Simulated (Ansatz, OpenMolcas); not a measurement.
# A small benchmark: vertical ionisation energy

8 molecules of light elements (H to F); the vertical ionisation energy in eV, computed less measured. Shapes, held fixed at every level: PBE0-D4/def2-TZVP. No vibrational averaging. Programs: Ansatz 0.2.0, OpenMolcas 26.06. Measured values: NIST CCCBDB.

Levels: A = SVWN5/STO-3G; B = r2SCAN-D4/def2-TZVPP; C = B3LYP-D4/def2-TZVPP; D = PBE0-D4/def2-TZVPP.

| molecule | measured | A | B | C | D |
| --- | --- | --- | --- | --- | --- |
| CO (carbon monoxide) | 14.01 | -1.81 | -0.18 | +0.17 | -0.02 |
| N2 (nitrogen) | 15.58 | -0.97 | 0.00 | +0.26 | +0.17 |
| CO2 (carbon dioxide) | 13.78 | -2.18 | -0.11 | +0.04 | -0.03 |
| C2H2 (acetylene) | 11.49 | -0.56 | -0.23 | -0.10 | -0.19 |
| H2CO (formaldehyde) | 10.88 | -2.04 | -0.22 | 0.00 | -0.13 |
| NH3 (ammonia) | 10.82 | -1.94 | -0.13 | +0.10 | -0.06 |
| C2H4 (ethylene) | 10.68 | -0.71 | -0.17 | -0.05 | -0.15 |
| CH4O (methanol) | 10.96 | -2.80 | -0.28 | -0.06 | -0.17 |

**Question.** Sum up the errors.

**Answer.** 
| level | kind | mean error | mean absolute error | worst case |
| --- | --- | --- | --- | --- |
| SVWN5/STO-3G | LDA | -1.626 | 1.626 | CH4O |
| r2SCAN-D4/def2-TZVPP | meta-GGA | -0.165 | 0.165 | CH4O |
| B3LYP-D4/def2-TZVPP | global hybrid | +0.045 | 0.098 | N2 |
| PBE0-D4/def2-TZVPP | global hybrid | -0.072 | 0.115 | C2H2 |

On this set B3LYP-D4/def2-TZVPP has the smallest mean absolute error and SVWN5/STO-3G the largest. SVWN5/STO-3G is too low in 8 of 8; r2SCAN-D4/def2-TZVPP is too low in 7 of 8; PBE0-D4/def2-TZVPP is too low in 7 of 8. The levels differ in basis as well as in method. The smallest two are near a tie. The set is small.
